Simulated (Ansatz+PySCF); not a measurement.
**doublet HO3: levels of theory in one basis**

```yaml
atoms:
  - { symbol: H, position_ang: [0.0000, 0.5851, -0.9418] }
  - { symbol: O, position_ang: [0.0000, -0.3904, -0.9273] }
  - { symbol: O, position_ang: [0.0000, -0.6299, 0.6083] }
  - { symbol: O, position_ang: [0.0000, 0.4352, 1.2608] }
```

Basis set: cc-pVTZ (spherical functions). Left uncorrelated: 3 orbitals. Correlation on ROHF uses semicanonical orbitals with singles. Charge 0, multiplicity 2.

Computed with Ansatz (development build ahead of 0.2.0) and PySCF 2.14.0; each method stands on the lowest determinant of its kind that the runs found.

| method | E − E(ROHF) (eV) | <S²> of the determinant |
| --- | --- | --- |
| ROHF | 0.00 | 0.75 |
| UHF | -0.49 | 1.14 |
| UHF-MP2 | -18.64 | 1.14 |
| UHF-CCSD | -19.71 | 1.14 |
| ROHF-CCSD(T) | -20.67 | – |
| UHF-CCSD(T) | -20.62 | 1.14 |

(1) What does ROHF-MP2 give on the same scale?

Answers

(1) -19.36 eV.

The restricted and unrestricted rows may stand on different electronic states: another unrestricted solution lies nearer the restricted one.

Caution for UHF, UHF-MP2, UHF-CCSD, UHF-CCSD(T): the unrestricted determinant is spin contaminated. Caution for ROHF-MP2, ROHF-CCSD(T): large amplitudes, a single reference is doubtful. Caution for ROHF-MP2, UHF-MP2: forces differ strongly between restricted and unrestricted references. Caution for UHF-MP2: another reference gives a lower total.
